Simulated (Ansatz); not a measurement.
# Other spins and charges of H2B–B, triplet at one geometry

Geometry (PBE0/def2-TZVP stationary point for this spin, not checked as a minimum):

```tsv
atom	x (Å)	y (Å)	z (Å)
B	0.0000	0.0000	0.6756
B	0.0000	0.0000	-0.9095
H	0.0000	1.0479	1.2540
H	0.0000	-1.0479	1.2540
```

Basis cc-pVDZ; Ansatz 0.2.0. Correlated methods freeze the noble-gas cores. R marks a restricted (for open shells ROHF) determinant, U an unrestricted one. Active spaces: valence = (8e, 10o) chosen from the atoms' valence shells.

Gaps are energies of the second state less the first, at fixed atoms, for a selection of the levels run; each method lands on the state that its own search finds for that charge and spin.

HF rows: RHF is the determinant under the cluster runs, UHF is the lowest solution found. Coupled cluster chose its determinant by a search with trial CCSD, here up to 0.20 eV above the lowest Hartree–Fock solution of its kind, and MP2 stands on that determinant too. For open shells CISD is restricted-active-space CI with the open shells as a complete middle space.

Removing an electron, to the quartet: 12.688 eV at UCCSDTQ.

```json
{"level": "RMP2", "gap (eV)": "12.592", "error (meV)": "-96"}
{"level": "UMP2", "gap (eV)": "12.646", "error (meV)": "-42"}
{"level": "RCCSD(T)", "gap (eV)": "12.686", "error (meV)": "-2"}
{"level": "UCCSD(T)", "gap (eV)": "12.687", "error (meV)": "-1"}
{"level": "UCCSDT", "gap (eV)": "12.688", "error (meV)": "0"}
{"level": "UCCSDT(Q)", "gap (eV)": "12.688", "error (meV)": "0"}
{"level": "RCCSDTQ", "gap (eV)": "12.688", "error (meV)": "0"}
{"level": "BLYP", "gap (eV)": "12.459", "error (meV)": "-229"}
{"level": "wB97M-V", "gap (eV)": "12.686", "error (meV)": "-2"}
{"level": "B2PLYP", "gap (eV)": "12.664", "error (meV)": "-24"}
```

Problem. PBE gives 9.444 eV for removing an electron, to the doublet. Estimate what UCCSDTQ gives in cc-pVDZ.

Solution. UCCSDTQ in cc-pVDZ gives 9.120 eV, so against it PBE is off by 0.324 eV, of which a good part can be the reference's own basis and frozen-core error.

```json
{"level": "RHF", "gap (eV)": "8.517", "error (meV)": "-603"}
{"level": "UHF", "gap (eV)": "8.531", "error (meV)": "-589"}
{"level": "RMP2", "gap (eV)": "9.035", "error (meV)": "-85"}
{"level": "CISD", "gap (eV)": "9.017", "error (meV)": "-103"}
{"level": "RCCSD", "gap (eV)": "9.065", "error (meV)": "-55"}
{"level": "RCCSD(T)", "gap (eV)": "9.105", "error (meV)": "-15"}
{"level": "BCCD(T)", "gap (eV)": "9.108", "error (meV)": "-12"}
{"level": "UCCSDT(Q)", "gap (eV)": "9.120", "error (meV)": "0"}
{"level": "B3LYP", "gap (eV)": "9.309", "error (meV)": "189"}
{"level": "B2PLYP", "gap (eV)": "9.139", "error (meV)": "19"}
```

Singlet less triplet: 0.788 eV at RCCSDTQ.

```
                   level  gap (eV)  error (meV)
                    RMP2     1.060          272
                    CISD     0.928          140
                RCCSD(T)     0.798           10
                 BCCD(T)     0.800           12
                  RCCSDT     0.795            7
               RCCSDT(Q)     0.791            3
  CASSCF (valence space)     0.666         -122
  NEVPT2 (valence space)     0.874           86
  MRCISD (valence space)     0.786           -2
MRCISD+Q (valence space)     0.798           10
```

Problem. PBE gives 4.905 eV for quintet less triplet. Estimate what UCCSDTQ gives in cc-pVDZ.

Solution. UCCSDTQ in cc-pVDZ gives 4.977 eV, so against it PBE is off by -0.072 eV, of which a good part can be the reference's own basis and frozen-core error.

```json
{"level": "RHF", "gap (eV)": "4.212", "error (meV)": "-765"}
{"level": "CISD", "gap (eV)": "4.836", "error (meV)": "-141"}
{"level": "BCCD(T)", "gap (eV)": "4.969", "error (meV)": "-8"}
{"level": "UCCSDT(Q)", "gap (eV)": "4.977", "error (meV)": "0"}
{"level": "MRCISD (valence space)", "gap (eV)": "4.955", "error (meV)": "-22"}
{"level": "MRCISD+Q (valence space)", "gap (eV)": "4.970", "error (meV)": "-7"}
{"level": "B3LYP", "gap (eV)": "5.216", "error (meV)": "239"}
{"level": "wB97M-V", "gap (eV)": "5.303", "error (meV)": "326"}
{"level": "B2PLYP", "gap (eV)": "5.217", "error (meV)": "240"}
```

In so small a basis the reference is far from its limit while semilocal and hybrid functionals are nearer theirs (RPA and double hybrids share part of the reference's basis error), so the functionals' errors here hold much of the reference's basis and frozen-core error, which can add to them or hide them.

The reference is named with each gap: full CI where it ran, else the highest cluster level, uncertain by about the last step of the series. The frozen core follows each run's orbitals, which can shift R against U totals by a few meV.
